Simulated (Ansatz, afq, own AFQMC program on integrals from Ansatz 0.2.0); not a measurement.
Atomization energy of HfCl, doublet

```xyz
2

Hf    0.0000    0.0000    0.0000
Cl    0.0000    0.0000    2.3043
```

Atoms in their ground-state spins without spin–orbit coupling (mostly on UHF) minus the molecule (ROHF), without zero-point energy. The geometry is a stationary point, not shown to be a minimum.

Basis def2-SVP with its core potentials. Only valence electrons are correlated. Ansatz 0.2.0 and our own AFQMC program on the same integrals; the CISD trial comes from CCSD amplitudes, and released means the phaseless constraint is let go. Error bars are statistical, one sigma. No spin–orbit coupling. The metal's outer-core s and p shells are frozen, which shifts wave-function levels against functionals. The errors of all members are added in quadrature.

No full CI on the walks' own integrals is used here; CCSDT(Q) serves as the reference and is uncertain by about the last step of the cluster series. Each member takes its own surest rung, up to full CI.

Errors are counted within def2-SVP, not against nature.

Cautions: no spin-orbit coupling; outer-core shells of the metal frozen; HfCl (doublet): a spin-contaminated unrestricted determinant lies lower (UHF 202 meV lower, ⟨S²⟩ 1.09), the released energies have errors that jump between times, so the bars are unsure, so no released level is given (meV from the phaseless value at times in 1/Eh: -12 ± 3 at 0.60, 10 ± 27 at 1.20, -19 ± 4 at 2.00, -23 ± 8 at 3.00, -35 ± 6 at 4.20), though the last usable value meets CCSDT(Q) within the noise, CCSDT(Q) on the UHF determinant differs (32 meV lower), perhaps since the unrestricted series falls towards higher spin, its ph-AFQMC/CISD value lies 27 ± 4 meV above CCSDT(Q).

```csv
level,atomization energy (kcal/mol)
CCSD,105.0
HF,80.9
```

Task: From these cheaper values, estimate the atomization energy at the reference level in def2-SVP.

Result: 107.9 kcal/mol (CCSDT(Q) in def2-SVP).

```tsv
level	atomization energy (kcal/mol)	error against CCSDT(Q) (kcal/mol)
MP2	108.1	0.2
CCSD(T)	107.6	-0.2
CCSDT	107.8	-0.1
ph-AFQMC/HF	110.9 ± 0.6	3.0 ± 0.6
```

Correlation beyond CCSD(T) adds 0.2 kcal/mol. The perturbative (T) step is worth +2.6 kcal/mol.

A walk keeps the symmetry of its determinant, which the program's search chose and which needn't be the lowest solution, so a lower state of the same spin and another symmetry isn't excluded.
